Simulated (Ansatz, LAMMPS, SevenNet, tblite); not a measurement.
# Zinc-blende ZnS, elastic constant C12

Reference value: 62.7 GPa (measured, temperature not stated, not corrected to a static lattice, our sources range from 62.7 to 65.0; as tabulated in Oses et al. (2018), arXiv:1811.08464).

```json
[
 {"level (code)": "Stillinger–Weber CdTeZnSeHgS0.sw (LAMMPS)", "value (GPa)": "65.9", "cell (Å³/atom)": "19.75"},
 {"level (code)": "GFN2-xTB (tblite)", "value (GPa)": "36.6", "cell (Å³/atom)": "20.85"},
 {"level (code)": "SevenNet-0", "value (GPa)": "57.9", "cell (Å³/atom)": "20.25"},
 {"level (code)": "LDA (Ansatz)", "value (GPa)": "71.4", "cell (Å³/atom)": "18.57"},
 {"level (code)": "PBE (Ansatz)", "value (GPa)": "?", "cell (Å³/atom)": "20.16"},
 {"level (code)": "r²SCAN (Ansatz)", "value (GPa)": "64.2", "cell (Å³/atom)": "19.56"},
 {"level (code)": "HSE06 (Ansatz)", "value (GPa)": "?", "cell (Å³/atom)": "19.96"}
]
```

### Question
Fill in the missing entries.

### Answer

- PBE (Ansatz, a program for electronic structure), value (GPa): 55.8
- HSE06 (Ansatz), value (GPa): 60.9

Differences against the reference: Stillinger–Weber CdTeZnSeHgS0.sw +5.1 %, GFN2-xTB -42 %, SevenNet-0 -7.7 %, LDA +13.9 %, PBE -11.0 %, r²SCAN +2.4 %, HSE06 -2.9 %.

Leaving aside Stillinger–Weber CdTeZnSeHgS0.sw (doubt noted below): The reference's temperature isn't stated, so close values are not ranked against it. Off by more than 25 %, or 35 % on the side where a correction would as a rule narrow the miss (bounds picked here): GFN2-xTB (-42 %).

The reference isn't brought to a static lattice, while the calculations are for one, so the differences are not the levels' errors alone.  Stillinger–Weber CdTeZnSeHgS0.sw: the potential file covers more elements than this solid holds. GFN2-xTB: the method was fitted mainly to molecules. GFN2-xTB: the run uses a supercell at the zone centre in place of a k mesh. Each level is taken at its own relaxed cell. Cutoffs and k meshes differ between the levels. Ansatz's density-functional and Hartree–Fock values are scalar-relativistic unless marked +SOC, with PAW data made under PBE.

Empirical potentials (Stillinger–Weber CdTeZnSeHgS0.sw) are fitted to chosen data: where that held the value shown, agreement is built in, and what lay outside the fit can be far off. Machine-learned potentials (SevenNet-0) are trained on DFT data: a solid inside that data is no test of them.

Differences are worked out from the printed values.
